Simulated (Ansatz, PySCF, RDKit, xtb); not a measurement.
**Which structure has the formula C2H4Na?**

Given the formula C2H4Na (odd number of electrons) and nothing else, which arrangement of the atoms is the most stable in the gas at 298.15 K, and what are its properties?

The funnel: GFN2-xTB relaxations, single points with a density functional, relaxations at BLYP-D3(BJ)/def2-SVP, harmonic vibrations, and a last energy at a higher level. All values are calculated.

6 further runs of the same task are left out: 2 that didn't finish, 4 set aside as unsound or not needed.

**1. Candidates**

A program enumerates the bonding patterns with one Lewis structure each (two rings at most, one unusual centre or charged pair), with their diastereomers. O–O, O–halogen and N–halogen bonds and N–N–N chains are not drawn. That gives 3 candidates.

```tsv
label	SMILES	spin
c165	C[CH][Na]	doublet
c652	[CH2][CH2][Na]	doublet
c886	[CH2][Na-][CH2+]	doublet
```

Candidates are built by distance geometry, with a force field where one applies, in up to four conformers (letters a to d). 16 starts with atoms placed at random are added, to find patterns that the rules miss.

Q: Predict the outcome of this search (final energies at CCSD(T)/def2-TZVP).

| quantity | value |
| --- | --- |
| lowest structure found | C[CH][Na], doublet, Cs |
| next finalist | [CH2][CH][NaH] ‡, doublet, 30.9 kcal/mol higher in G |
| share at equilibrium, among the finalists | 100.0 % |
| harmonic wavenumbers, lowest and highest (BLYP-D3(BJ)/def2-SVP) | 110 and 2956 cm⁻¹ |
| rotational constants, same geometry | 1.555, 0.1382, 0.13 cm⁻¹ |
| dipole moment (PBE0/def2-TZVPD) | 6.15 D |
| HOMO energy (highest over α and β) (PBE0/def2-TZVPD) | -3.92 eV |
| LUMO energy (lowest over α and β) (PBE0/def2-TZVPD) | -1.30 eV |
| lowest excitation (TD-B3LYP/def2-SVPD) | 1.23 eV (f = 0.006) |
| strongest of the states computed, same level | 2.82 eV (f = 0.025) |
| vertical ionisation energy (to the singlet cation) | 5.94 eV |
| vertical electron affinity | -0.61 eV (unbound: the value depends on the basis) |
| vertical quartet less doublet | +2.24 eV |

`C[CH][Na]` comes out lowest. Among the finalists first place is clear (30.9 kcal/mol); structures outside the list aren't covered. HF/STO-3G, r2SCAN-D4/def2-SVP, BLYP-D3(BJ)/def2-SVP, HF/def2-TZVP and MP2/def2-TZVP already put its bonding pattern lowest among the structures in one piece; GFN2-xTB favours the doublet [CH2][CH][NaH] ‡ (c708, not a finalist). A large T1 diagnostic among the finalists warns that one reference determinant may not suffice. It concerns: the finalist [CH2][CH][NaH] ‡ (doublet). A candidate that fell apart on refinement lay below the next finalist; fragments are not ranked, and their entropy would favour them further. The stability test raises a flag; for an open shell a flag towards a general spinor solution can be the free rotation of the spin. The search is not exhaustive (a finite list of starts, one conformer a finalist), so a lower isomer can't be ruled out. Patterns outside the rules of the enumeration were met only by chance.

‡ marks the bonded skeleton alone, with all bonds drawn single: no Lewis structure was assigned that passes a check against the bond lengths.
